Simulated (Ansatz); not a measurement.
# BClH4: the cost of one run

The runs use Ansatz 0.2.0, Gaussian basis; PBE0-D4/def2-SVP.

22 further runs of the same task are left out: 22 set aside as unsound or not needed.

## Step 1: Where the work starts

The first end: 6 atoms, charge 0, spin multiplicity 1.

Atoms are counted from 1 here; the program's logs count them from 0.

Bond lengths: B1–Cl2 1.735 Å, B1–H3 1.190 Å, B1–H4 1.190 Å, H5–H6 0.747 Å. Angles: Cl2–B1–H3 118.1°, Cl2–B1–H4 118.1°, H3–B1–H4 123.7°.

Coordinates:

```xyz
6
BClH4
B     0.61405   -0.56576   -0.46695
Cl    1.26128    0.71723   -1.43891
H    -0.31908   -1.17241   -0.88796
H     1.13817   -0.79877    0.57564
H    -1.25105    1.22484    0.93294
H    -1.44337    0.59487    1.28525
```

The second end:

```mol
BClH4
  3D, bonds by distance, orders not assigned

  6  4  0  0  0  0  0  0  0  0999 V2000
   -0.0984   -0.6921    0.2747 B   0  0
    0.6499    1.1004   -0.9280 Cl  0  0
   -0.4829   -1.3350   -0.6574 H   0  0
    0.9492   -0.9678    0.7809 H   0  0
   -0.1137    1.9795   -0.3921 H   0  0
   -0.9041   -0.0850    0.9219 H   0  0
  1  3  8  0
  1  4  8  0
  1  6  8  0
  2  5  8  0
M  END
```

## Step 2: The band at PBE0-D4/def2-SVP

neb/in.yaml

```yaml
crystal:
  periodic: [false, false, false]
  atoms:
    - {symbol: B, position_ang: [0.614046, -0.565762, -0.466953]}
    - {symbol: Cl, position_ang: [1.261283, 0.717225, -1.438911]}
    - {symbol: H, position_ang: [-0.319079, -1.172406, -0.887962]}
    - {symbol: H, position_ang: [1.138171, -0.798772, 0.575635]}
    - {symbol: H, position_ang: [-1.251052, 1.224845, 0.932942]}
    - {symbol: H, position_ang: [-1.443369, 0.594868, 1.285249]}
basis:
  gaussian: {orbitals: def2-SVP}
hamiltonian: {xc: pbe0, dispersion: d4}
neb:
  images: 5
  climbing: true
  max_iterations: 40
  initial_path: idpp
  final_atoms:
    - {symbol: B, position_ang: [-0.098408, -0.692099, 0.274663]}
    - {symbol: Cl, position_ang: [0.649903, 1.100376, -0.927992]}
    - {symbol: H, position_ang: [-0.482877, -1.334981, -0.657382]}
    - {symbol: H, position_ang: [0.949208, -0.967800, 0.780937]}
    - {symbol: H, position_ang: [-0.113727, 1.979506, -0.392108]}
    - {symbol: H, position_ang: [-0.904100, -0.085003, 0.921881]}
```

On the command line:

```console
$ ansatz run in.yaml --threads 2 --pin off --events-out ev --progress --plain --max-ram 4352MiB
```

**Question.** How long does this run take on 2 threads of Arm Neoverse V1, shared host?

About 44 s.
